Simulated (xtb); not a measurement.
tetrafluoroethylene (C2F4), SMILES FC(F)=C(F)F. All values are semi-empirical tight-binding results from xtb (GFN2-xTB unless named), good for trends rather than for accurate numbers. Geometry optimised at GFN2-xTB.

Optimised geometry:

```xyz
6

F      0.0000     1.0961    -1.4006
C      0.0000     0.0000    -0.6644
F      0.0000    -1.0961    -1.4006
C      0.0000     0.0000     0.6644
F      0.0000    -1.0961     1.4006
F      0.0000     1.0961     1.4006
```
Charge 0, spin multiplicity 1.

| Item | Result |
|---|---|
| point group as xtb finds it | D2h |
| orbital gap | 4.98 eV |
| dipole moment | 0.00 D |
| zero-point energy | 12.4 kcal/mol |
| G − E(el) at 298.15 K (modified RRHO) | -5.2 kcal/mol |
| static polarisability (D4 model) | 30.8 bohr³ |
| solvation energy, GFN2-xTB/ALPB(water) | 1.5 kcal/mol |
| solvation energy, GFN2-xTB/ALPB(methanol) | 0.4 kcal/mol |

Computed IR lines (harmonic; lines under 4 % of the strongest left out, lines within 3 cm⁻¹ merged):
ν (cm⁻¹): 415 (w), 1124 (vs), 1250 (vs) (against the strongest line: vs over 80 %, s over 45 %, m over 15 %, w over 4 %, vw less)

Computed atomic charges and the Wiberg bond orders between heavy atoms:
charges (e) F1 -0.15, C2 0.29, F3 -0.15, C4 0.29, F5 -0.15, F6 -0.15. Bond orders F1–C2 1.00, C2–F3 1.00, C2–C4 1.65, C4–F5 1.00, C4–F6 1.00.
